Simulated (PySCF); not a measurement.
Compound: C4H7S (doublet state).
Geometry (GFN2-xTB, Å), atoms numbered from 1 in this order:
```
atom  x, y, z in Å
C1     2.0389   -0.1495    0.2728
C2     0.6771    0.2168   -0.1310
C3    -0.4459   -0.3955    0.6450
C4    -1.7920    0.2134    0.4337
S5    -0.2412   -1.6599    1.6472
H6     2.8767    0.2683   -0.2492
H7     2.2037   -0.8683    1.0499
H8     0.5191   -0.0761   -1.1834
H9     0.5574    1.3109   -0.1365
H10   -2.5670   -0.4162    0.8627
H11   -1.9906    0.3654   -0.6273
H12   -1.8350    1.1899    0.9195
```

The hyperfine couplings belong to this conformer and change with its torsions.

Identity: `[CH2]CC(C)=S` [radical].

Computed with UKS B3LYP, pcH-1 on C H S, non-relativistic, mean-field spin-orbit, GIAO in PySCF. Geometry: GFN2-xTB, one conformer, isolated molecule. The geometry wasn't refined by DFT: couplings that depend on bond lengths, twists or pyramidal angles can differ widely from those at the functional's own minimum. No stability test was run, so a lower SCF solution isn't excluded.

Problem. Match the computed a_iso(13C) values +87.6, -34.3, +3.5, -1.5 MHz with the sites C1; C2; C3; C4.

Solution. 
```
site  a_iso (MHz)  ρ(0) (bohr⁻³)                 position  distance from C1 (Å)  spin population  largest |T| (MHz)
  C1        +87.6        +0.0780  largest spin population                  0.00            +1.08              163.4
  C2        -34.3        -0.0305           1 bond from C1                  1.47            -0.09                2.6
  C3         +3.5        +0.0031          2 bonds from C1                  2.52            +0.02                3.3
  C4         -1.5        -0.0013          3 bonds from C1                  3.85             0.00                0.5
```

Problem. The isotropic 1H couplings, averaged over equivalent nuclei, are +97.1, -64.9, +2.9 MHz. Assign them to H6/H7; H8/H9; H10/H11/H12.

Solution. 
| site | a_iso (MHz) | ρ(0) (bohr⁻³) | position | distance from C1 (Å) | bound to | spin population there | largest \|T\| (MHz) |
| --- | --- | --- | --- | --- | --- | --- | --- |
| H6/H7 | -64.9 | -0.0145 | α, 1 bond from C1 | 1.07 | C1 | +1.08 | 39.7 |
| H8/H9 | +97.1 | +0.0217 | β, 2 bonds from C1 | 2.11 | C2 | -0.09 | 9.4 |
| H10/H11/H12 | +2.9 | +0.0007 | 4 bonds from C1 | 4.32 | C4 | 0.00 | 2.0 |

ρ(0) is the spin density at the nucleus and T the dipolar tensor; a_iso includes a spin–orbit part; entries for several nuclei are means. The Mulliken spin populations are largest on C1 (+1.08) and C2 (-0.09). C1 is the only atom above +0.15. The angles at C1 add up to 359.9°, so it is planar; its axial dipolar tensor and the negative couplings of its protons fit spin in a p orbital normal to that plane.

Class means assume fast exchange of nuclei equivalent by connectivity; if that motion is slow, each nucleus keeps its own coupling. The three 1H nuclei of mean +2.9 MHz run from 0.4 to 5.8 MHz in the frozen geometry. The 1H value of +97.1 MHz is a mean of couplings from 88.9 to 105.3 MHz in this one geometry, not an average over conformers.

On an Arm Neoverse N1 with one thread, shared host, this took 48 s (with the writing of density and orbital grids) and 0.80 GiB of memory at its peak.
